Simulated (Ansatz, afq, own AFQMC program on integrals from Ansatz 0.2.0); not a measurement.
# InHCl₂, singlet in def2-TZVP, levels against AFQMC with the constraint released

```yaml
atoms:
  - { symbol: In, position_ang: [0.0000, -0.4809, 0.0000] }
  - { symbol: Cl, position_ang: [0.0000, 0.8097, -1.9196] }
  - { symbol: Cl, position_ang: [0.0000, 0.8097, 1.9196] }
  - { symbol: H, position_ang: [0.0000, -2.1754, 0.0000] }
```

Connectivity, by distances: Cl–InH–Cl.

Basis def2-TZVP with its core potentials. Only valence electrons are correlated. Integrals, coupled cluster, full CI and functionals: Ansatz 0.2.0; the random walks run on the same integrals in our own AFQMC program. The CISD trial takes its coefficients from CCSD amplitudes. Released means that phaseless walkers are propagated on without the constraint, phases kept. ± is one standard error of the sampling. No spin–orbit coupling.

Determinant: RHF, the one that the program's search chose, which needn't be the lowest solution. The geometry is a PBE0/def2-TZVP stationary point of this or a neighbouring charge and spin state.

No full CI on the walks' own integrals is used here. The released AFQMC energy serves as the reference, which it does only where one determinant dominates, the energy is flat over the last release times and near the phaseless one (40 meV or 2 meV an electron, half that with transition metals). On small molecules, where full CI could be run and the noise was under 10 meV, such values lay within 10 meV of it in 19 cases of 20, a flattering rate, since the rule was set on those same cases; what remains of the bias isn't in the error bar.

Cautions: no spin-orbit coupling; inner d shell frozen; the released value is read at 1.50 1/Eh with a noise of 12 meV, more than in the cases checked (meV from the phaseless value at times in 1/Eh: -16 ± 6 at 0.24, -11 ± 6 at 0.51, -32 ± 7 at 0.99, -27 ± 12 at 1.50).

```
T1 diagnostic                               : 0.0087
weight of the determinant in the CISD state : 0.825
size of the correlated space                : 18 electrons in 111 orbitals
```

```
  level  correlation energy (eV)
    MP2                 -11.7959
   CCSD                 -12.9021
CCSD(T)                 -13.4206
```

(1) Estimate where AFQMC with the constraint released lies against CCSD(T) on the same integrals.

(1) 6.3 ± 1.1 kJ/mol below CCSD(T).

Reference: AFQMC with the constraint released, correlation energy -13.486 ± 0.012 eV.

```csv
level,E − E(reference) (kJ/mol),share of correlation (%)
CCSD(T),6.3 ± 1.1,99.52
ph-AFQMC/HF,0.1 ± 3.5,99.99
ph-AFQMC/CISD,2.6 ± 1.3,99.80
```

A walk keeps the symmetry of its determinant, which the program's search chose and which needn't be the lowest solution, so a lower state of the same spin and another symmetry isn't excluded. Released energies are given only where the last usable release times agree within the noise; a slower fall can still hide under it.
